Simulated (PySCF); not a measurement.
Ethylidenecyclopropane, C₅H₈.
SMILES with atom numbers: `[CH3:1][CH:2]=[C:3]1[CH2:4][CH2:5]1` (hydrogens: H6, H7, H8 on C1; H9 on C2; H10, H11 on C4; H12, H13 on C5)

Computed with core-valence-separated Tamm–Dancoff BHandHLYP/aug-pcX-1 (pcseg-1 on H) in PySCF, non-relativistic, gas phase, PBE0-D3(BJ)/def2-SVP geometry.

Computed carbon K-edge spectrum, Gaussian lines of 0.3 eV full width, highest printed point 100; it ends one width below the last computed root. BHandHLYP without relativity tends to put these K edges a few eV too low, so spacings mean more than positions.

```json
{"photon energy (eV)": "282.7", "absorption": "2"}
{"photon energy (eV)": "282.8", "absorption": "14"}
{"photon energy (eV)": "282.9", "absorption": "50"}
{"photon energy (eV)": "283.0", "absorption": "96"}
{"photon energy (eV)": "283.1", "absorption": "100"}
{"photon energy (eV)": "283.2", "absorption": "56"}
{"photon energy (eV)": "283.3", "absorption": "17"}
{"photon energy (eV)": "283.4", "absorption": "3"}
{"photon energy (eV)": "283.5", "absorption": "0"}
{"photon energy (eV)": "283.6", "absorption": "0"}
{"photon energy (eV)": "283.7", "absorption": "0"}
{"photon energy (eV)": "283.8", "absorption": "0"}
{"photon energy (eV)": "283.9", "absorption": "0"}
{"photon energy (eV)": "284.0", "absorption": "0"}
{"photon energy (eV)": "284.1", "absorption": "0"}
{"photon energy (eV)": "284.2", "absorption": "0"}
{"photon energy (eV)": "284.3", "absorption": "0"}
{"photon energy (eV)": "284.4", "absorption": "0"}
{"photon energy (eV)": "284.5", "absorption": "0"}
{"photon energy (eV)": "284.6", "absorption": "0"}
{"photon energy (eV)": "284.7", "absorption": "0"}
{"photon energy (eV)": "284.8", "absorption": "0"}
{"photon energy (eV)": "284.9", "absorption": "0"}
{"photon energy (eV)": "285.0", "absorption": "0"}
{"photon energy (eV)": "285.1", "absorption": "0"}
{"photon energy (eV)": "285.2", "absorption": "1"}
{"photon energy (eV)": "285.3", "absorption": "6"}
{"photon energy (eV)": "285.4", "absorption": "16"}
{"photon energy (eV)": "285.5", "absorption": "25"}
{"photon energy (eV)": "285.6", "absorption": "23"}
{"photon energy (eV)": "285.7", "absorption": "18"}
{"photon energy (eV)": "285.8", "absorption": "23"}
{"photon energy (eV)": "285.9", "absorption": "32"}
{"photon energy (eV)": "286.0", "absorption": "34"}
{"photon energy (eV)": "286.1", "absorption": "37"}
{"photon energy (eV)": "286.2", "absorption": "47"}
{"photon energy (eV)": "286.3", "absorption": "55"}
{"photon energy (eV)": "286.4", "absorption": "58"}
{"photon energy (eV)": "286.5", "absorption": "54"}
{"photon energy (eV)": "286.6", "absorption": "40"}
{"photon energy (eV)": "286.7", "absorption": "26"}
{"photon energy (eV)": "286.8", "absorption": "19"}
{"photon energy (eV)": "286.9", "absorption": "21"}
```

Assign the maxima to core holes.

3 maxima:
- 283.1 eV: C2 (alkene CH carbon), 283.06 eV, f = 0.069, 1s→π*, 58 % of the height at the exact maximum; C3 (fully substituted alkene carbon), 283.05 eV, f = 0.051, 1s→π*, 42 % of the height at the exact maximum
- 285.5 eV: C5 (allylic carbon), 285.54 eV, f = 0.017, 57 % of the height at the exact maximum; C1 (allylic carbon), 285.47 eV, f = 0.007, 23 % of the height at the exact maximum; C4 (allylic carbon), 285.53 eV, f = 0.005, 17 % of the height at the exact maximum
- 286.4 eV: C5 (allylic carbon), 286.46 eV, f = 0.023, 32 % of the height at the exact maximum; C1 (allylic carbon), 286.30 eV, f = 0.029, 29 % of the height at the exact maximum; C4 (allylic carbon), 286.49 eV, f = 0.021, 27 % of the height at the exact maximum

Further lines of some strength in the range: C5, 285.91 eV, f = 0.009; C2, 285.92 eV, f = 0.015; C4, 285.93 eV, f = 0.007; C1, 286.17 eV, f = 0.025; C3, 286.62 eV, f = 0.014.

Roots within 0.03 eV on the same or equivalent atoms count as one line; shares under 12 % aren't listed.

Vibrational structure and lifetime widths aren't in the curve. The ionisation threshold wasn't computed; near and above it a finite basis only mimics Rydberg series and continuum.
